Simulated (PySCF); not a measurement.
## Reproducing measurements on 2-butyne

**What was measured.**

From NIST CCCBDB Release 22 (SRD 101), experimental polarizabilities, for the gas: mean polarisability 7.48 Å³.

How close the calculation comes is told at the end.

2-butyne, C₄H₆.
Numbering: `[CH3:1][C:2]#[C:3][CH3:4]` (hydrogens: H5, H6, H7 on C1; H8, H9, H10 on C4)

Geometry (PBE0-D3(BJ)/def2-TZVP, Å), atoms numbered from 1 in this order:
```
atom  x, y, z in Å
C1     2.0152   -0.4193   -0.0210
C2     0.5944   -0.1248   -0.0079
C3    -0.5823    0.1195    0.0031
C4    -2.0030    0.4157    0.0171
H5     2.3351   -0.7702   -1.0054
H6     2.6034    0.4685    0.2244
H7     2.2628   -1.1949    0.7082
H8    -2.5498   -0.3094    0.6251
H9    -2.4205    0.3880   -0.9925
H10   -2.1926    1.4094    0.4306
```

The PySCF runs (gas phase, on this PBE0-D3(BJ)/def2-TZVP geometry; no spin–orbit coupling):

```json
{"level": "CAM-B3LYP/aug-cc-pVTZ", "job": "10 singlets by full TDDFT, 4 Tamm–Dancoff triplets, polarisability", "basis functions": "322", "wall time": "34 s"}
{"level": "PBE0/aug-cc-pVTZ", "job": "10 singlets by full TDDFT, 4 Tamm–Dancoff triplets, polarisability, dynamic polarisability", "basis functions": "322", "wall time": "31 s"}
{"level": "wB97X-D/aug-cc-pVTZ", "job": "10 singlets by full TDDFT, 4 Tamm–Dancoff triplets, polarisability, ΔSCF ions", "basis functions": "322", "wall time": "52 s"}
```

Hardware: Arm Neoverse V1, one thread (shared host).

## Comparison

**Mean polarisability.** Measured: 7.48 Å³ (NIST CCCBDB Release 22 (SRD 101), experimental polarizabilities).

```
                level  computed (Å³)  computed − measured (Å³)  % (from the printed values)
CAM-B3LYP/aug-cc-pVTZ           7.43                     -0.05                           -1
     PBE0/aug-cc-pVTZ           7.50                     +0.02                            0
  wB97X-D/aug-cc-pVTZ           7.43                     -0.05                           -1
```

The computed values are static and purely electronic, with core orbitals frozen in the response (1 au = 0.148185 Å³). The table of measured values doesn't say here whether a value is static or optical, or holds a vibrational part.

No measured geometry was used, and the causes of the misses weren't examined.
